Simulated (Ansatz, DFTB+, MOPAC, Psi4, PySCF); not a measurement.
Molecule: C₂H₅NO, net charge 0, singlet state. SMILES: CC(=O)N
Geometry from a B3LYP-D3(BJ)/def2-TZVP (Ansatz, a program for electronic structure) optimisation:
```
C
O 1 1.2153
N 1 1.3630 2 122.17
H 3 1.0030 1 122.47 2 -179.98
H 3 1.0062 4 119.16 1 -179.92
C 1 1.5156 2 122.10 3 -179.97
H 6 1.0899 1 108.49 2 -57.78
H 6 1.0899 7 109.20 1 124.50
H 6 1.0900 7 107.54 8 118.34
```
Charge 0, spin multiplicity 1.

Property: size of the dipole moment, in D. Conventions: SCC-DFTB with the Slater-Koster set that CP2K ships; six Cartesian d functions in 6-31G* and its kin unless marked 5d; LANL2DZ all-electron up to Ne; non-relativistic; 6-311+G** with 5d; dispersion terms only where a functional's name holds one; no spin-orbit coupling. First-principles and DFTB rows: single points at B3LYP-D3(BJ) geometries (Ansatz). Semi-empirical rows: dipoles at the shared geometry.

Measured values: NIST CCCBDB, as tabulated in the package chemicals; dipoles are vibrational averages and may belong to another conformer or a mix. 

Value to compare with, the measured value: 3.76 D.

```json
[
 {"level": "PM6", "program": "MOPAC", "size of the dipole moment (D)": "4.13", "error": "0.37"},
 {"level": "MNDO", "program": "MOPAC", "size of the dipole moment (D)": "3.40", "error": "-0.36"},
 {"level": "SCC-DFTB", "program": "DFTB+", "size of the dipole moment (D)": "3.32", "error": "-0.44"},
 {"level": "PBE/LANL2DZ", "program": "Ansatz", "size of the dipole moment (D)": "4.02", "error": "0.26"},
 {"level": "PBE/def2-SVP", "program": "Ansatz", "size of the dipole moment (D)": "3.60", "error": "-0.16"},
 {"level": "BP86/def2-SVP", "program": "PySCF", "size of the dipole moment (D)": "3.63", "error": "-0.13"},
 {"level": "B3LYP/STO-3G", "program": "Ansatz", "size of the dipole moment (D)": "2.68", "error": "-1.08"},
 {"level": "B3LYP/LANL2DZ", "program": "Ansatz", "size of the dipole moment (D)": "4.15", "error": "0.39"},
 {"level": "B3LYP/6-31G*", "program": "Ansatz", "size of the dipole moment (D)": "3.70", "error": "-0.06"},
 {"level": "B3LYP/def2-SVP", "program": "Ansatz", "size of the dipole moment (D)": "3.73", "error": "-0.03"},
 {"level": "M06-2X/6-31G* (5d)", "program": "PySCF", "size of the dipole moment (D)": "3.75", "error": "-0.01"},
 {"level": "wB97X-D/6-311+G**", "program": "Psi4", "size of the dipole moment (D)": "4.03", "error": "0.27"},
 {"level": "B3PW91/6-31G* (5d)", "program": "PySCF", "size of the dipole moment (D)": "3.72", "error": "-0.04"}
]
```

Among the 13 habitual levels, B3LYP/STO-3G lies farthest from the measured value (-1.08 D); 4 of 13 lie above it, and their mean absolute error is 0.28 D, the median 0.26. One case shows no general order.

The levels are drawn from those run, B3LYP/6-31G* more often than the rest, none by its result; runs whose electronic state is in doubt are left out.
